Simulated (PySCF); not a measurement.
How the method changes the constants of AlO

State: ²Σ⁺ (doublet), unpaired electrons σ ↑. Set-up: Al cc-pV(D+d)Z, O cc-pVDZ; no relativity (PySCF 2.14). De refers to Al + O in their high-spin ground configurations, without counterpoise correction. The functionals are run spin-unrestricted. A positive dipole means Al(−)O(+). Levels whose curve was spin-contaminated or gave no clean fit are not listed.

```tsv
Level	Re (Å)	ωe (cm⁻¹)	De (eV)	μ (D)	CPU s a point (SCF and correlation, without the integrals)
UHF-CCSD	1.650	900	4.12	n/a	n/a
UHF-CCSD(T)	1.654	906	4.32	n/a	0.88
PBE	1.643	940	5.53	-3.61	0.37
PW91	1.640	945	5.60	-3.65	0.38
r²SCAN	1.629	967	5.24	-3.91	0.58
B3LYP	1.635	932	4.99	-3.72	0.42
PBE0	1.630	942	4.81	-3.89	0.52
M06-2X	1.617	991	4.97	-4.55	0.63
CAM-B3LYP	1.624	943	4.93	-3.86	0.54
```

Q: Which functional lies closest to UHF-CCSD(T) in De, which farthest, and by how much do they differ from it?

A: Closest is PBE0 (-2.4 pm in Re, +4.0 % in ωe, +0.49 eV in De against UHF-CCSD(T) in the same basis), farthest PW91 (-1.4 pm in Re, +4.3 % in ωe, +1.28 eV in De). CCSD(T) converges more slowly with the basis than the functionals do and binds too weakly in this one, so the order can change at the basis-set limit.

Q: What does a quarter of exact exchange do here, going from PBE to PBE0?

A: PBE0 less PBE: -1.3 pm in Re, +0.2 % in ωe, -0.72 eV in De. Exact exchange removes part of the self-interaction that spreads semilocal densities, and in most molecules shortens and stiffens the bond and lowers De; so it does here.

Q: What does the step from GGA to meta-GGA do here, going from PBE to r²SCAN?

A: r²SCAN less PBE: -1.4 pm in Re, +2.9 % in ωe, -0.29 eV in De. 

Correlated steps freeze 6 core orbitals. Correlated levels converge slowly with the basis: in double zeta they bind strong bonds too weakly, by up to about 1 eV, and carry superposition errors of some tenths. The CCSD T1 diagnostic is raised, a sign that a single reference may not be enough here. The state is the lowest determinant that a PBE0 search found; another state may lie lower at other levels.

The whole job (state search and all levels along the bond) took about 1.1 min on 1 thread of Arm Neoverse V2 (shared host), peak memory 0.44 GiB.
